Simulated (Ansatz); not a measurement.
Reaction (SMILES): P (PH3) → 3 H atom + P atom
B3LYP-D3(BJ)/def2-TZVP geometries, fixed; electronic energies without zero-point terms.

Basis-set convergence of the atomisation energy at MP2 with Ansatz (an electronic-structure program). Cartesian d functions, on some or all atoms, in 6-31G*, 6-31+G*, 6-31G**, 6-311G**, 6-311+G**; all else is spherical. Cores are frozen. Open shells are unrestricted. No added dispersion term, no relativity. Functions are those of the species that has most. Reference: Hartree-Fock in aug-cc-pV(Q+d)Z plus the correlation part extrapolated as X^-3 from aug-cc-pV(T+d)Z and aug-cc-pV(Q+d)Z, 234.19 kcal/mol, itself unsure by roughly 0.96 kcal/mol (a third of the extrapolation step and of the last Hartree-Fock step). Deviations are taken from unrounded values.

| basis | functions | atomisation energy (kcal/mol) | minus reference (kcal/mol) |
|---|---|---|---|
| STO-3G | 12 | 255.69 | 21.49 |
| 3-21G | 19 | 168.21 | -65.99 |
| 6-31G | 19 | 165.87 | -68.32 |
| 6-31G* | 25 | 194.52 | -39.67 |
| 6-31+G* | 29 | 195.01 | -39.18 |
| 6-31G** | 34 | 211.29 | -22.90 |
| 6-311G** | 45 | 216.50 | -17.69 |
| 6-311+G** | 49 | 215.97 | -18.23 |
| aug-cc-pV(D+d)Z | 59 | 215.59 | -18.60 |
| 6-311++G(2d,2p) | 65 | 219.59 | -14.60 |
| jun-cc-pV(T+d)Z | 90 | 226.63 | -7.57 |
| 6-311++G(3df,3pd) | 101 | 228.43 | -5.76 |
| aug-cc-pV(T+d)Z | 124 | 227.98 | -6.21 |
| aug-cc-pV(Q+d)Z | 227 | 231.77 | -2.42 |

The smallest set listed that lies within 4 kcal/mol of the reference with all its larger relatives (same family, alike in diffuse functions; a set with none counts only in the reference's own line) is aug-cc-pV(Q+d)Z (227 functions, -2.42 kcal/mol off).
